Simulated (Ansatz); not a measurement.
Saddle point of CH9NSi, closed shell (CH₇NSi ([CH3][SiH2][NH2]) + H₂ → CH₆Si ([CH3][SiH3]) + NH₃; bonds formed: Si1–H7, N2–H6; bonds broken: Si1–N2, H6–H7), PBE0-D4/def2-TZVP structure:

```json
{"atom": "Si1", "x (Å)": "-0.6574", "y (Å)": "-0.0773", "z (Å)": "0.0131"}
{"atom": "N2", "x (Å)": "0.4588", "y (Å)": "-0.9157", "z (Å)": "1.2814"}
{"atom": "H3", "x (Å)": "-1.1575", "y (Å)": "-1.3879", "z (Å)": "-0.5714"}
{"atom": "H4", "x (Å)": "-1.9071", "y (Å)": "0.4661", "z (Å)": "0.5992"}
{"atom": "C5", "x (Å)": "0.1651", "y (Å)": "0.7177", "z (Å)": "-1.4674"}
{"atom": "H6", "x (Å)": "0.5914", "y (Å)": "0.2403", "z (Å)": "1.5131"}
{"atom": "H7", "x (Å)": "0.1899", "y (Å)": "1.2521", "z (Å)": "1.0639"}
{"atom": "H8", "x (Å)": "-0.0038", "y (Å)": "-1.5097", "z (Å)": "1.9618"}
{"atom": "H9", "x (Å)": "1.2659", "y (Å)": "-1.3982", "z (Å)": "0.9003"}
{"atom": "H10", "x (Å)": "0.1324", "y (Å)": "1.8055", "z (Å)": "-1.4002"}
{"atom": "H11", "x (Å)": "1.2197", "y (Å)": "0.4258", "z (Å)": "-1.4952"}
{"atom": "H12", "x (Å)": "-0.2972", "y (Å)": "0.3815", "z (Å)": "-2.3986"}
```

Energies are electronic, without zero-point energy. Barriers and step energies count from the start structure reached by relaxing down the imaginary mode; all methods use the PBE0-D4 structures, on which another method's saddle can fall below an end. Ansatz 0.2.0; basis: def2-TZVPP, with def2-QZVPP for the basis limit; cores frozen in the correlated methods. B3LYP uses VWN-RPA correlation. Extrapolation: Hartree–Fock as exp(−7.88 √X), correlation as X^−2.97.

```
      method  barrier (eV)  step energy (eV)
       SPW92         1.475             0.167
      PBE-D4         1.820             0.161
     BLYP-D4             ?             0.201
   r2SCAN-D4         1.988             0.210
      B97M-V         1.998             0.148
     PBE0-D4         1.950             0.157
    B3LYP-D4         2.138             0.189
  r2SCAN0-D4         2.064             0.197
    BHLYP-D4             ?             0.180
CAM-B3LYP-D4         2.172             0.187
     wB97X-V         2.165             0.175
     wB97M-V         2.132             0.190
      B2PLYP             ?             0.191
    PBE-QIDH         2.115             0.188
  RPA on PBE         2.223             0.148
          HF         2.740             0.123
         MP2         2.236             0.243
        CCSD         2.293             0.154
     CCSD(T)         2.218             0.172
```

(1) Fill in the withheld barriers. (An estimate is asked for; the value comes from the calculation.)

The T1 diagnostic stays at or below 0.011.

## Answers

(1) Computed: BHLYP-D4 2.299; B2PLYP 2.226; BLYP-D4 2.052 eV. Each is the energy of the saddle less that of the start structure, by the same method.

For comparison, the barrier by CCSD(T) at an estimated basis limit (MP2 extrapolated from triple and quadruple zeta, plus CCSD(T) − MP2 in triple zeta) is 2.225 eV.

Labels in which every atom is bracketed show which atoms are joined, not bond orders.

For scale, one of the runs: CCSD(T)/def2-TZVPP, 230 basis functions, launched by `ansatz run in.yaml --threads 4 --pin off --events-out ev --progress --plain --max-ram 9574MiB`. Hardware: 4 CPU threads of an Arm Neoverse V2, shared host. Wall time 50 s; peak host memory 3.9 GiB.
